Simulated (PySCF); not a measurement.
Molecule: `CS(=O)(=O)Cl`, CH₃ClO₂S.

Atoms are numbered as in `[CH3:1][S:2](=[O:3])(=[O:4])[Cl:5]` (H(Xn): hydrogen on atom n).

Geometry PBE0-D3(BJ)/def2-SVP throughout; GIAO in PySCF 2.14, gas phase, one conformer, non-relativistic; equivalent atoms averaged; functional PBE0.

Q: How do the shifts δ (against TMS, CS2, H2O, HCl at the same level) depend on the basis set? (ppm; last column core-seconds on 1 thread of an AMD EPYC 7R13, shared host)

A: 
```csv
basis set,functions,C1,S2,O3/O4,Cl5,H(C1),core-s
STO-3G,36,34.7,-16.5,286.5,267.8,2.92,2.2
6-31G,59,56.9,333.4,353.6,721.8,3.37,4.8
6-31G*,84,50.6,338.5,292.2,602.6,2.74,6.2
def2-SVP,93,52.7,339.4,317.3,600.9,3.05,5.9
"6-311+G(2d,p)",169,55.4,368.4,323.8,670.5,3.36,13
def2-TZVP,185,54.8,385.3,324.9,666.7,3.19,15
```

Q: Which nucleus moves most, in ppm?

A: Cl5 (chlorine bonded to S): from 267.8 ppm with STO-3G to 721.8 ppm with 6-31G. The smallest spread is 0.64 ppm, at H(C1). Proton shifts span only some 12 ppm, so a few tenths of a ppm matter as much there as several ppm in carbon.

Q: Taking the largest basis, def2-TZVP (185 functions), as the yardstick, rank the others by their worst heavy-atom deviation.

A: 6-311+G(2d,p) 16.9 ppm (169 functions), 6-31G 55.1 ppm (59 functions), 6-31G* 64.1 ppm (84 functions), def2-SVP 65.8 ppm (93 functions), STO-3G 401.8 ppm (36 functions).

A small basis that lands close on one nucleus may do so by chance; judge by the trend and by all nuclei.
